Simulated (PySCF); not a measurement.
Gas-phase reaction: BCl₃ + 2 BO + 3 HOCl → 3 BCl₂OH + O₂

Energies from PySCF (xtb for GFN2), thermal terms from the rigid-rotor harmonic-oscillator model, ideal gas at 1 bar. † marks an energy on the PBE0/def2-TZVP geometry and frequencies; other levels use their own. CCSD(T) freezes the core. 6-31G* has spherical d functions here. Open shells (unrestricted): BO (multiplicity 2), O₂ (multiplicity 3); the rest are closed-shell singlets. GFN2 has no spin-polarisation term. B3LYP is the form with VWN-RPA correlation. BCl₂OH: computed as isolated molecules; such fragments, hydroxides, amides, oligomers or adducts are transient or little studied in the gas. CCSD(T) isn't extrapolated to the basis-set limit.

```
level                ΔH°(298 K), kJ
-------------------  --------------
B3LYP/6-31G*                    ___
CCSD(T)/def2-SVP†               ___
CCSD(T)/def2-TZVPP†           -1231
GFN2-xTB                       -717
HF/6-31G*                     -1286
HF/def2-TZVP†                   ___
M06-2X/def2-TZVP†             -1246
PBE0/def2-SVP†                  ___
```

### Question
What belongs in the gaps?

### Answer

- B3LYP/6-31G*, ΔH°(298 K), kJ: -1270
- CCSD(T)/def2-SVP†, ΔH°(298 K), kJ: -1302
- HF/def2-TZVP†, ΔH°(298 K), kJ: -1263
- PBE0/def2-SVP†, ΔH°(298 K), kJ: -1378
